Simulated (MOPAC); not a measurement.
MOPAC input (PM3):

```
PM3 1SCF GEO-OK AUX(PRECISION=9) THREADS=1
CH2O2

O    -1.03161242 1   -0.43547658 1   -0.01906221 1
C     0.00415137 1    0.42058817 1    0.00392352 1
O     1.15861150 1    0.10574915 1    0.01788813 1
H    -0.66969788 1   -1.33749408 1   -0.02206250 1
H    -0.37120299 1    1.45178455 1    0.00791402 1
```

Output:

```
 *******************************************************************************
 **                                                                           **
 **                              MOPAC v23.2.5                                **
 **                                                                           **
 *******************************************************************************
 ** MOPAC's Digital Object Identifier: https://doi.org/10.5281/zenodo.6511958 **
 **                                                                           **
 ** Please cite the open-source release paper for use of this MOPAC version:  **
 ** J. E. Moussa and J. J. P. Stewart (2026)                                  **
 ** MOPAC: An open-source semiempirical molecular orbital program             **
 ** J. Open Source Softw., 11(119), 8025, https://doi.org/10.21105/joss.08025 **
 *******************************************************************************

                              PM3 CALCULATION RESULTS

 *******************************************************************************
 *  PM3        - The PM3 Hamiltonian to be used
 *  GEO-OK     - OVERRIDE INTERATOMIC DISTANCE AND OTHER SAFETY CHECKS
 *  1SCF       - DO 1 SCF AND THEN STOP
 *  AUX        - OUTPUT AUXILIARY INFORMATION
 *******************************************************************************
PM3 1SCF GEO-OK AUX(PRECISION=9) THREADS=1
 CH2O2

   ATOM   CHEMICAL          X               Y               Z
  NUMBER   SYMBOL      (ANGSTROMS)     (ANGSTROMS)     (ANGSTROMS)

     1       O         -1.03161242  *  -0.43547658  *  -0.01906221  *
     2       C          0.00415137  *   0.42058817  *   0.00392352  *
     3       O          1.15861150  *   0.10574915  *   0.01788813  *
     4       H         -0.66969788  *  -1.33749408  *  -0.02206250  *
     5       H         -0.37120299  *   1.45178455  *   0.00791402  *

          CARTESIAN COORDINATES

    NO.       ATOM           X           Y           Z

     1         O         -1.0316     -0.4355     -0.0191
     2         C          0.0042      0.4206      0.0039
     3         O          1.1586      0.1057      0.0179
     4         H         -0.6697     -1.3375     -0.0221
     5         H         -0.3712      1.4518      0.0079

  H: (PM3): J. J. P. STEWART, J. COMP. CHEM. 10, 209 (1989).
  C: (PM3): J. J. P. STEWART, J. COMP. CHEM. 10, 209 (1989).
  O: (PM3): J. J. P. STEWART, J. COMP. CHEM. 10, 209 (1989).

           Empirical Formula: C H2 O2  =     5 atoms

      MOLECULAR POINT GROUP   :   Cs

      RHF CALCULATION, NO. OF DOUBLY OCCUPIED LEVELS = 9

 -------------------------------------------------------------------------------
 PM3 1SCF GEO-OK AUX(PRECISION=9) THREADS=1
 CH2O2

     1SCF WAS SPECIFIED, SO BFGS WAS NOT USED
     SCF FIELD WAS ACHIEVED

                              PM3 CALCULATION
                                                       MOPAC v23.2.5 Linux

          FINAL HEAT OF FORMATION =        -92.24303 KCAL/MOL =    -385.94485 KJ/MOL

          COSMO AREA              =         71.15 SQUARE ANGSTROMS
          COSMO VOLUME            =         52.48 CUBIC ANGSTROMS

          IONIZATION POTENTIAL    =         11.538506 EV
          HOMO LUMO ENERGIES (EV) =        -11.539  1.027
          NO. OF FILLED LEVELS    =          9
          MOLECULAR WEIGHT        =         46.0256         POINT GROUP:  Cs

          MOLECULAR DIMENSIONS (Angstroms)

            Atom       Atom       Distance
            H     5    H     4     2.80537
            O     3    O     1     2.12039
            C     2    O     1     0.00000

          SCF CALCULATIONS        =          1

   ATOM   CHEMICAL          X               Y               Z
  NUMBER   SYMBOL      (ANGSTROMS)     (ANGSTROMS)     (ANGSTROMS)

     1       O         -1.03161242  *  -0.43547658  *  -0.01906221  *
     2       C          0.00415137  *   0.42058817  *   0.00392352  *
     3       O          1.15861150  *   0.10574915  *   0.01788813  *
     4       H         -0.66969788  *  -1.33749408  *  -0.02206250  *
     5       H         -0.37120299  *   1.45178455  *   0.00791402  *

                             CARTESIAN COORDINATES

   1    O       -1.031612420    -0.435476580    -0.019062210
   2    C        0.004151370     0.420588170     0.003923520
   3    O        1.158611500     0.105749150     0.017888130
   4    H       -0.669697880    -1.337494080    -0.022062500
   5    H       -0.371202990     1.451784550     0.007914020

           Empirical Formula: C H2 O2  =     5 atoms

      MOLECULAR POINT GROUP   :   Cs

                  EIGENVALUES
 -39.98256 -36.19252 -23.56654 -18.43602 -18.15139 -15.97844 -14.63269 -12.49156
 -11.53851   1.02693   2.15665   3.72028   4.58862   6.93158

              NET ATOMIC CHARGES AND DIPOLE CONTRIBUTIONS

  ATOM NO.   TYPE          CHARGE      No. of ELECS.   s-Pop       p-Pop
    1          O          -0.302968        6.3030     1.80748     4.49549
    2          C           0.383107        3.6169     1.17317     2.44372
    3          O          -0.381862        6.3819     1.85905     4.52281
    4          H           0.213028        0.7870     0.78697
    5          H           0.088695        0.9113     0.91130
 DIPOLE           X         Y         Z       TOTAL
 POINT-CHG.    -1.460     0.464    -0.017     1.532
 HYBRID         0.086    -0.377    -0.002     0.387
 SUM           -1.373     0.086    -0.019     1.376

          ATOMIC ORBITAL ELECTRON POPULATIONS

     Atom    s        px        py        pz
    1  O   1.80748   1.39627   1.22712   1.87211
    2  C   1.17317   0.83224   0.89310   0.71839
    3  O   1.85905   1.26227   1.85114   1.40940
    4  H   0.78697
    5  H   0.91130

 **********************
 *                    *
 * JOB ENDED NORMALLY *
 *                    *
 **********************

 == MOPAC DONE ==
```
